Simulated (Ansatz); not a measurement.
in.yaml

```yaml
crystal:
  periodic: [false, false, false]
  atoms:
    - {symbol: Br, position_ang: [0.000000, 0.000000, -2.003333]}
    - {symbol: H, position_ang: [0.000000, 0.000000, 0.236667]}
    - {symbol: Br, position_ang: [0.000000, 0.000000, 1.766667]}
basis:
  gaussian: {orbitals: cc-pVDZ}
magnetization: {spin_polarized: true, initial_magnetization: 1}
hamiltonian: {pseudopotentials: {relativity: none}}
correlation: {method: bccd, electrons: outside_noble_gas}
```

```sh
$ ansatz run in.yaml --threads 1 --pin off --events-out ev --progress --plain --max-ram 2393MiB
```

The program prints:

```
674 factors; integrals over basis functions are off by at most 1.3e-3 eV
mean field evaluation 1: about -140010.4158 eV, gradient 8.4e0 eV
mean field evaluation 2: about -140010.4301 eV, gradient 8.4e0 eV
mean field evaluation 4: about -140011.3255 eV, gradient 1.3e0 eV
mean field evaluation 8: about -140011.3544 eV, gradient 2.8e-3 eV
mean field evaluation 16: about -140011.3544 eV, gradient 1.6e-3 eV
mean field evaluation 32: about -140011.3906 eV, gradient 1.5e0 eV
mean field evaluation 64: about -140011.3544 eV, gradient 9.4e-6 eV
mean field evaluation 96: about -140011.4394 eV, gradient 1.4e0 eV
mean field evaluation 128: about -140011.3544 eV, gradient 2.1e-2 eV
mean field evaluation 160: about -140011.4723 eV, gradient 2.9e-1 eV
mean field evaluation 192: about -140008.0848 eV, gradient 3.5e0 eV
mean field evaluation 224: about -140003.9153 eV, gradient 6.1e-3 eV
mean field evaluation 256: about -140003.7115 eV, gradient 1.9e0 eV
mean field evaluation 288: about -140008.8469 eV, gradient 5.7e-2 eV
mean field evaluation 320: about -140008.8460 eV, gradient 1.1e-1 eV
mean field evaluation 352: about -140008.8488 eV, gradient 1.3e-1 eV
mean field evaluation 384: about -140008.8459 eV, gradient 1.0e-1 eV
mean field evaluation 416: about -140008.8498 eV, gradient 1.5e-1 eV
mean field evaluation 448: about -140008.8605 eV, gradient 3.9e-1 eV
mean field evaluation 480: about -140010.4083 eV, gradient 7.8e0 eV
mean field evaluation 512: about -140008.1724 eV, gradient 8.2e0 eV
mean field evaluation 544: about -140009.4213 eV, gradient 5.3e0 eV
mean field -140011.47330480 eV, -5145.3267407662 hartree, gradient 1.7e-6 eV, S^2 0.756004; 10 other end points of the search recorded, 0 dependent functions left out
determinant -140011.47330480 eV, -5145.3267407662 hartree, with singles and doubles -140018.32670122 eV, -5145.5785984393 hartree
determinant -140011.35444247 eV, -5145.3223726560 hartree, with singles and doubles -140018.24468279 eV, -5145.5755843177 hartree
determinant -140011.47330480 eV, -5145.3267407662 hartree, with singles and doubles -140018.32670037 eV, -5145.5785984080 hartree
determinant -140011.35444247 eV, -5145.3223726560 hartree, with singles and doubles -140018.24472264 eV, -5145.5755857820 hartree
28 core orbitals not correlated: weight in the atoms' cores, before any rotation towards them, 1.000 or more for the frozen orbitals, at most 0.000 for the correlated occupied ones
reference -140011.47330480 eV, -5145.3267407662 hartree; 8, 7 occupied and 23, 24 virtual orbitals, 674 factors
second order -6.07295406 eV of doubles, -0.00000000 eV of singles
cycle   1  -6.85094385 eV  change    2.5e-3 eV  update   1.6e-3
cycle   2  -6.85066817 eV  change    2.8e-4 eV  update   2.8e-4
cycle   3  -6.85062131 eV  change    4.7e-5 eV  update   1.1e-4
cycle   4  -6.85060281 eV  change    1.9e-5 eV  update   3.0e-5
cycle   5  -6.85060842 eV  change   -5.6e-6 eV  update   1.2e-5
Total energy: -140018.32391322 eV, -5145.5784959820 hartree
```

Ran on 1 thread of Arm Neoverse V1, shared host: 38 s wall, 0.26 GiB peak host memory.
